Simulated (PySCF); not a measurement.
A structure optimised at B3LYP-D3(BJ)/def2-TZVP, used in a PySCF frequency run:

```
C
H 1 1.0909
H 1 1.0974 2 107.33
O 1 1.4249 2 105.23 3 117.79
H 4 0.9634 1 108.47 2 -179.89
C 1 1.5193 2 110.40 3 -120.21
H 6 1.0910 1 110.58 2 -60.60
H 6 1.0926 7 108.56 1 -121.64
H 6 1.0937 7 108.24 8 -116.57
```
Charge 0, spin multiplicity 1.

Task: Write its SMILES and formula.

Result: CCO, C2H6O

Task: What are its rotational constants (standard atomic weights)?

Result: 34.460, 9.1855, 8.1105 GHz
